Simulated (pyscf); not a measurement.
A first-order saddle from PySCF, ωB97X-D3(BJ)/def2-SVP:

```xyz
6

B     -0.7900    -0.6171     0.0782
N     -1.8081     0.1363     0.3815
H     -0.0511    -1.5500     0.0281
H     -2.6375     0.0318     0.9445
F     -0.0490     0.6838    -0.9577
H     -0.9304     1.0013    -0.5475
```
Charge 0, spin multiplicity 1.

Surface: singlet, charge 0. Lowest wavenumbers (cm⁻¹): 493i, 459, 599, 656, 758.

Question: Which two sides does it connect, and which bonds change?

Answer: `[BH]=[NH]` + `[FH]` ⇌ `[NH2][BH][F]`, an addition across a multiple bond or ene-type step read from left to right: F–H broken and B–F, H–N formed. At CCSD(T)/def2-TZVPP + ΔMP2(QZVPP) it lies +10.4 kcal/mol from the left side and +75.0 kcal/mol from the right (each side as separated species at their lowest minima found). On the reactant side the descent ends in a complex, 5.8 kcal/mol under the separated species and 12.6 kcal/mol under the saddle at ωB97X-D3(BJ)/def2-TZVP. At ωB97X-D3(BJ) the barrier from the zero used here is 6.8 kcal/mol. One saddle was located; it need not be the lowest between these sides. The CCSD(T) − MP2 part came from Ansatz, without density fitting, on the same reference.
